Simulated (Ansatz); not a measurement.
Input for Ansatz (development build ahead of 0.2.0):

```yaml
crystal:
  periodic: [false, false, false]
  atoms:
    - { symbol: O, position_ang: [0.03546, -0.00537, 0.03019] }
    - { symbol: H, position_ang: [1.01546, -0.07633, 0.20869] }
    - { symbol: O, position_ang: [2.94835, 0.0109, 0.00631] }
    - { symbol: H, position_ang: [3.01305, 0.90091, -0.36339] }
    - { symbol: H, position_ang: [3.47765, -0.65134, -0.49076] }
    - { symbol: O, position_ang: [-1.27204, 2.67257, 0.3584] }
    - { symbol: H, position_ang: [-0.70101, 1.93827, 0.20685] }
    - { symbol: H, position_ang: [-1.94208, 2.55598, -0.26765] }
basis:
  gaussian: { orbitals: def2-SVP }
magnetization:
  spin_polarized: true
  initial_magnetization: 1
hamiltonian:
  xc: hf
output:
  forces: true
```

The input is written out in the form of the current development build from the run's settings.

Results

| Property | Result |
| --- | --- |
| Converged | yes |
| Total energy | -227.26036 hartree |
| Spin squared of the determinant | 0.755 |
| Stability test | minimum |

Forces (eV/Å):
| atom | Fx | Fy | Fz |
| --- | --- | --- | --- |
| O1 | 1.730 | -0.096 | 0.321 |
| H2 | -1.619 | -0.011 | -0.347 |
| O3 | 0.479 | -0.434 | -0.742 |
| H4 | 0.432 | -1.311 | 0.041 |
| H5 | -0.964 | 1.833 | 0.706 |
| O6 | 0.830 | 0.408 | 0.760 |
| H7 | 0.180 | -0.316 | 0.107 |
| H8 | -1.070 | -0.072 | -0.847 |
